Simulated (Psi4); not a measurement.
# HF/3-21G run of C2F3N (trifluoromethylisocyanide)

What is the vertical ionisation energy of C2F3N (trifluoromethylisocyanide) at HF/3-21G? The job is set up through a QCSchema input.

The calculation is run with Psi4 1.11.

## Step 1: The system as given

C2F3N: 6 atoms, total charge 0, spin state singlet. SMILES: `[C-]#[N+]C(F)(F)F`. The shape is that of a PBE0-D4/def2-TZVP optimisation.

Bond lengths: C1–N2 1.169 Å, N2–C3 1.402 Å, C3–F4 1.323 Å, C3–F5 1.323 Å, C3–F6 1.323 Å. Angles: C1–N2–C3 180.0°, N2–C3–F4 110.1°, N2–C3–F5 110.1°, N2–C3–F6 110.1°, F4–C3–F5 108.8°, F4–C3–F6 108.8°, F5–C3–F6 108.8°.

## Step 2: Energy and gradient at HF/3-21G

Input file input.json:

```json
{
 "schema_name": "qcschema_input",
 "schema_version": 1,
 "molecule": {
  "schema_name": "qcschema_molecule",
  "schema_version": 2,
  "symbols": ["C", "N", "C", "F", "F", "F"],
  "geometry": [1.60224209, -3.28540225, 1.71218636, 0.72559814, -1.48685541, 0.77529794, -0.32616673, 0.66886856, -0.34854109, -2.43991989, 0.06999546, -1.5428102, 1.28083747, 1.65067577, -1.99364216, -0.84259108, 2.38271788, 1.39750916],
  "molecular_charge": 0,
  "molecular_multiplicity": 1,
  "fix_symmetry": "c1",
  "fix_com": true,
  "fix_orientation": true
 },
 "driver": "gradient",
 "model": {
  "method": "scf",
  "basis": "3-21G"
 },
 "keywords": {
  "reference": "rhf",
  "puream": true,
  "e_convergence": 1e-09,
  "d_convergence": 1e-08,
  "scf_type": "pk",
  "scf_properties": ["LOWDIN_CHARGES", "QUADRUPOLE", "MULLIKEN_CHARGES"]
 }
}
```

Command:

```console
psi4 --qcschema input.json -n 1 --memory 2200MB
```

stdout:

```text
[...]
  Running in c1 symmetry.
[...]
  Nuclear repulsion =  237.787180708941122
[...]
  Multiplicity = 1
[...]
  Nalpha       = 23
  Nbeta        = 23
[...]
    Number of basis functions: 54
[...]
   @RHF iter   1:  -426.00874744931571   -7.68908e-01   9.63249e-03 DIIS/ADIIS
[...]
   @RHF iter  11:  -426.14067706461788    0.00000e+00   2.52914e-09 DIIS
[...]
    Orbital Energies [Eh]
    ---------------------
    Doubly Occupied:
       1A    -26.253033     2A    -26.251743     3A    -26.251736
       4A    -15.578782     5A    -11.557196     6A    -11.300817
       7A     -1.784889     8A     -1.674822     9A     -1.674818
      10A     -1.339891    11A     -1.066074    12A     -0.917102
      13A     -0.859522    14A     -0.859519    15A     -0.729747
      16A     -0.729738    17A     -0.698478    18A     -0.683488
      19A     -0.683486    20A     -0.671980    21A     -0.562720
      22A     -0.562714    23A     -0.520969
[...]
  @RHF Final Energy:  -426.14067706461788
   => Energetics <=
    Nuclear Repulsion Energy =            237.7871807089411220
    One-Electron Energy =               -1061.4291858282590510
    Two-Electron Energy =                 397.5013280547000249
    Total Energy =                       -426.1406770646178757
[...]
 Multipole Moments:
 ------------------------------------------------------------------------------------
     Multipole            Electronic (a.u.)      Nuclear  (a.u.)        Total (a.u.)
 ------------------------------------------------------------------------------------
 L = 1.  Multiply by 2.5417464519 to convert [e a0] to [Debye]
 Dipole X            :          5.2667929           -5.2794224           -0.0126295
 Dipole Y            :        -10.7973807           10.8233120            0.0259313
 Dipole Z            :          5.6280636           -5.6415316           -0.0134680
 Magnitude           :                                                    0.0318327
 L = 2.  Multiply by 1.3450342976 to convert [e a0^2] to [Debye ang]
 Quadrupole XX       :       -118.5631094           94.4602561          -24.1028532
 Quadrupole XY       :         41.8461178          -41.0227862            0.8233316
[...]
  Mulliken Charges: (a.u.)
   Center  Symbol    Alpha    Beta     Spin     Total
       1     C     2.76413  2.76413  0.00000  0.47173
       2     N     3.97157  3.97157  0.00000 -0.94314
       3     C     2.20843  2.20843  0.00000  1.58314
       4     F     4.68529  4.68529  0.00000 -0.37058
       5     F     4.68529  4.68529  0.00000 -0.37058
       6     F     4.68529  4.68529  0.00000 -0.37057
   Total alpha = 23.00000, Total beta = 23.00000, Total charge = -0.00000
  Lowdin Charges: (a.u.)
   Center  Symbol    Alpha    Beta     Spin     Total
[...]
  -Total Gradient:
     Atom            X                  Y                   Z
    ------   -----------------  -----------------  -----------------
       1        0.003417940470    -0.007031955669     0.003654856381
       2        0.000996272006    -0.002031740907     0.001060587520
       3       -0.012980467668     0.026617150348    -0.013861173026
       4        0.012391864402     0.001117626045     0.007518437011
       5       -0.007627045436    -0.007365408506     0.009945038565
       6        0.003801436227    -0.011305671310    -0.008317746451
[...]
```

The result, in JSON:

```text
{
 "driver": "gradient",
 "model": {
  "method": "scf",
  "basis": "3-21G"
 },
 "success": true,
 "return_result": [0.0034179404696779714, -0.007031955669190237, 0.003654856381321514, 0.0009962720063415587, -0.002031740907256663, 0.0010605875195504044, -0.012980467667866591, 0.02661715034846121, -0.013861173025867188, 0.012391864402157227, 0.0011176260449620723, 0.007518437010707452, -0.007627045436475743, -0.00736540850609721, 0.009945038565332742, 0.0038014362267760754, -0.01130567130981247, -0.008317746451221464],
 "properties": {
  "calcinfo_nbasis": 54,
  "calcinfo_nmo": 54,
  "calcinfo_nalpha": 23,
  "calcinfo_nbeta": 23,
  "calcinfo_natom": 6,
  "nuclear_repulsion_energy": 237.78718070894112,
  "return_energy": -426.1406770646179,
  "return_gradient": [0.0034179404696779714, -0.007031955669190237, 0.003654856381321514, 0.0009962720063415587, -0.002031740907256663, 0.0010605875195504044, -0.012980467667866591, 0.02661715034846121, -0.013861173025867188, 0.012391864402157227, 0.0011176260449620723, 0.007518437010707452, -0.007627045436475743, -0.00736540850609721, 0.009945038565332742, 0.0038014362267760754, -0.01130567130981247, -0.008317746451221464],
  "scf_one_electron_energy": -1061.429185828259,
  "scf_two_electron_energy": 397.5013280547,
  "scf_dipole_moment": [-0.012629470526174913, 0.02593125023002507, -0.01346802001557279],
  "scf_total_energy": -426.1406770646179,
  "scf_total_gradient": [0.0034179404696779714, -0.007031955669190237, 0.003654856381321514, 0.0009962720063415587, -0.002031740907256663, 0.0010605875195504044, -0.012980467667866591, 0.02661715034846121, -0.013861173025867188, 0.012391864402157227, 0.0011176260449620723, 0.007518437010707452, -0.007627045436475743, -0.00736540850609721, 0.009945038565332742, 0.0038014362267760754, -0.01130567130981247, -0.008317746451221464],
  "scf_iterations": 11
 }
}
```

Wall time 2.6 s (1 thread of AMD EPYC 7R43 (Zen 3), shared host); peak memory 0.19 GiB.

## Step 3: The doublet cation at the same level

Input file c2f3n.json:

```json
{
  "schema_name": "qcschema_input",
  "schema_version": 1,
  "molecule": {
    "schema_name": "qcschema_molecule",
    "schema_version": 2,
    "symbols": ["C", "N", "C", "F", "F", "F"],
    "geometry": [1.60224209, -3.28540225, 1.71218636, 0.72559814, -1.48685541, 0.77529794, -0.32616673, 0.66886856, -0.34854109, -2.43991989, 0.06999546, -1.5428102, 1.28083747, 1.65067577, -1.99364216, -0.84259108, 2.38271788, 1.39750916],
    "molecular_charge": 1,
    "molecular_multiplicity": 2,
    "fix_symmetry": "c1"
  },
  "driver": "gradient",
  "model": {
    "method": "hf",
    "basis": "3-21G"
  },
  "keywords": {
    "reference": "uhf",
    "puream": true,
    "e_convergence": 1e-09,
    "d_convergence": 1e-08,
    "scf_type": "pk",
    "maxiter": 100,
    "scf_properties": ["DIPOLE", "QUADRUPOLE", "WIBERG_LOWDIN_INDICES"]
  }
}
```

Command:

```console
psi4 --qcschema c2f3n.json -n 1 --memory 2200MB
```

stdout (excerpt; [...] marks lines left out):

```text
[...]
  Running in c1 symmetry.
[...]
  Nuclear repulsion =  237.787180708941150
[...]
  Multiplicity = 2
[...]
  Nalpha       = 23
  Nbeta        = 22
[...]
    Number of basis functions: 54
[...]
   @UHF iter   1:  -425.51151411792193   -2.71675e-01   1.06679e-02 ADIIS/DIIS
[...]
   @UHF iter  17:  -425.71116964849693   -2.50111e-12   4.48509e-09 DIIS
[...]
   @S^2 Observed:                1.158414254E+00
[...]
  @UHF Final Energy:  -425.71116964849693
   => Energetics <=
    Nuclear Repulsion Energy =            237.7871807089411504
    One-Electron Energy =               -1049.6156609861955076
    Two-Electron Energy =                 386.1173106287574228
    Total Energy =                       -425.7111696484969343
  UHF NO Occupations:
  HONO-2 :   21  A 1.8937694
  HONO-1 :   22  A 1.8937629
[...]
 Multipole Moments:
 ------------------------------------------------------------------------------------
     Multipole            Electronic (a.u.)      Nuclear  (a.u.)        Total (a.u.)
 ------------------------------------------------------------------------------------
 L = 1.  Multiply by 2.5417464519 to convert [e a0] to [Debye]
 Dipole X            :          0.5731317            0.7999949            1.3731266
 Dipole Y            :         -1.1753758           -1.6399547           -2.8153305
 Dipole Z            :          0.6124990            0.8548547            1.4673537
 Magnitude           :                                                    3.4590012
 L = 2.  Multiply by 1.3450342976 to convert [e a0^2] to [Debye ang]
 Quadrupole XX       :       -113.3517790           93.8682494          -19.4835296
 Quadrupole XY       :         34.8261769          -39.8091149           -4.9829380
[...]
  -Total Gradient:
     Atom            X                  Y                   Z
    ------   -----------------  -----------------  -----------------
       1        0.018448768806    -0.037870876402     0.019718834363
       2       -0.037386644141     0.076681824956    -0.039956211940
       3        0.035588072428    -0.072940961961     0.038036454501
       4       -0.002880579563     0.013321742015    -0.004678398276
       5       -0.008487560088     0.010957380955    -0.003995704270
       6       -0.005282057443     0.009850890439    -0.009124974377
[...]
```

The result, in JSON:

```text
{
 "driver": "gradient",
 "model": {
  "method": "hf",
  "basis": "3-21G"
 },
 "success": true,
 "return_result": [0.018448768805907678, -0.037870876402313125, 0.019718834363252113, -0.03738664414135262, 0.07668182495623566, -0.039956211940428976, 0.035588072428196935, -0.07294096196056896, 0.038036454500895656, -0.0028805795634055387, 0.013321742015445365, -0.004678398276193346, -0.008487560088092483, 0.010957380954569107, -0.003995704269974143, -0.005282057442726473, 0.009850890438505455, -0.00912497437698312],
 "properties": {
  "calcinfo_nbasis": 54,
  "calcinfo_nmo": 54,
  "calcinfo_nalpha": 23,
  "calcinfo_nbeta": 22,
  "calcinfo_natom": 6,
  "nuclear_repulsion_energy": 237.78718070894115,
  "return_energy": -425.71116964849693,
  "return_gradient": [0.018448768805907678, -0.037870876402313125, 0.019718834363252113, -0.03738664414135262, 0.07668182495623566, -0.039956211940428976, 0.035588072428196935, -0.07294096196056896, 0.038036454500895656, -0.0028805795634055387, 0.013321742015445365, -0.004678398276193346, -0.008487560088092483, 0.010957380954569107, -0.003995704269974143, -0.005282057442726473, 0.009850890438505455, -0.00912497437698312],
  "scf_one_electron_energy": -1049.6156609861955,
  "scf_two_electron_energy": 386.1173106287574,
  "scf_dipole_moment": [1.373126610236736, -2.815330482948465, 1.467353674471635],
  "scf_total_energy": -425.71116964849693,
  "scf_total_gradient": [0.018448768805907678, -0.037870876402313125, 0.019718834363252113, -0.03738664414135262, 0.07668182495623566, -0.039956211940428976, 0.035588072428196935, -0.07294096196056896, 0.038036454500895656, -0.0028805795634055387, 0.013321742015445365, -0.004678398276193346, -0.008487560088092483, 0.010957380954569107, -0.003995704269974143, -0.005282057442726473, 0.009850890438505455, -0.00912497437698312],
  "scf_iterations": 17
 }
}
```

Wall time 2.7 s (1 thread of AMD EPYC 7R43 (Zen 3), shared host); peak memory 0.19 GiB.

## Step 4: Results

Level: HF/3-21G.

| quantity | value |
| --- | --- |
| singlet C2F3N: total energy | -426.14068 Eh |
| singlet C2F3N: dipole moment | 0.08 D |
| singlet C2F3N: HOMO energy | -14.18 eV |
| singlet C2F3N: LUMO energy | 3.93 eV |
| singlet C2F3N: HOMO–LUMO gap | 18.10 eV |
| singlet C2F3N: largest force on an atom | 1.681 eV/Å |
| doublet cation: total energy | -425.71117 Eh |
| doublet cation: HOMO energy (highest over α and β) | -23.72 eV |
| doublet cation: LUMO energy (lowest over α and β) | -9.02 eV |
| doublet cation: ⟨S²⟩ | 1.158 |
| doublet cation: largest force on an atom | 4.844 eV/Å |
| vertical ionisation energy (to the doublet cation) | 11.687 eV |

The vertical ionisation energy comes to 11.69 eV (270 kcal/mol). The largest force (singlet C2F3N) is 1.68 eV/Å: the shape isn't a stationary point for this species at this level. −ε(HOMO) before ionisation, 14.18 eV, is 2.49 eV above this ionisation energy. Mulliken charges (singlet C2F3N) run from -0.94 on N2 to +1.58 on C3; they depend strongly on the basis. ⟨S²⟩ (doublet cation) is 1.16 where a pure doublet has 0.75: the reference is spin-contaminated.
